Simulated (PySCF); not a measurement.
# Removing an electron from dichlorosilane

Compound: dichlorosilane, Cl2H2Si.
Structure used (PBE0-D3(BJ)/def2-SVP), in Å, numbered top down from 1:
```xyz
5
Cl2H2Si angstrom
Cl    -1.628    1.074    0.011
Si     0.014   -0.163   -0.007
Cl     1.725    0.953   -0.225
H      0.080   -0.882    1.288
H     -0.099   -1.085   -1.163
```

Level: B3LYP/def2-SVPD (PySCF). Frontier orbitals with their largest atomic shares (Löwdin; up to four atoms above 4 %):

```tsv
orbital	ε (eV)	main atoms
HOMO−3	-9.63	Cl3 40 %, Cl1 40 %, Si2 14 %
HOMO−2	-9.50	Cl1 46 %, Cl3 46 %, Si2 8 %
HOMO−1	-9.22	Cl1 48 %, Cl3 48 %
HOMO	-8.94	?
LUMO	-0.56	Si2 31 %, Cl1 25 %, Cl3 25 %, H5 10 %
LUMO+1	-0.36	Si2 36 %, Cl3 20 %, Cl1 20 %, H5 12 %
LUMO+2	0.08	Si2 45 %, H4 14 %, H5 14 %, Cl1 13 %
```

What vertical ionisation energy does ΔSCF give, and how far is −ε(HOMO) from it?

ΔSCF: 11.28 eV (1088 kJ/mol; threshold wavelength 110 nm); ⟨S²⟩ of the doublet left behind is 0.756, against 0.75 for a pure doublet. −ε(HOMO) is 8.94 eV, 2.34 eV below it. For the exact functional −ε(HOMO) would equal the first vertical ionisation energy; B3LYP (global hybrid, 20 % exact exchange) falls short of its own ΔSCF value by 21 %. Holes in the HOMO−1 and HOMO−2 were tried too where these lie within 1.2 eV of the HOMO; the lowest converged state counts.

On which atoms does the HOMO lie?

Cl3 (silicon-bound chlorine) 30 %, Cl1 (silicon-bound chlorine) 30 %, Si2 (chlorine-bound silicon) 18 %, H4 (Si–H hydrogen) 11 %, so no atom holds as much as 40 %. The HOMO−1 lies 0.28 eV lower.

Shift the occupied levels rigidly so that −ε(HOMO) equals the ΔSCF value. What binding energies result?

The shift is +2.34 eV: HOMO 11.28, HOMO−1 11.56, HOMO−2 11.84, HOMO−3 11.97 eV. A rigid shift is only a rough guide to the deeper ionisations.

With α = 54.3 au, estimate the like-pair dispersion coefficient by London's formula C6 = (3/4)α²I.

I = 0.4145 Eh, so C6 ≈ 918 au, a rough estimate.

What kinetic energy would electrons from this vertical process carry with He II light (40.814 eV)?

40.81 − 11.28 = 29.53 eV.

Isolated species at its PBE0-D3(BJ)/def2-SVP geometry, gas phase.
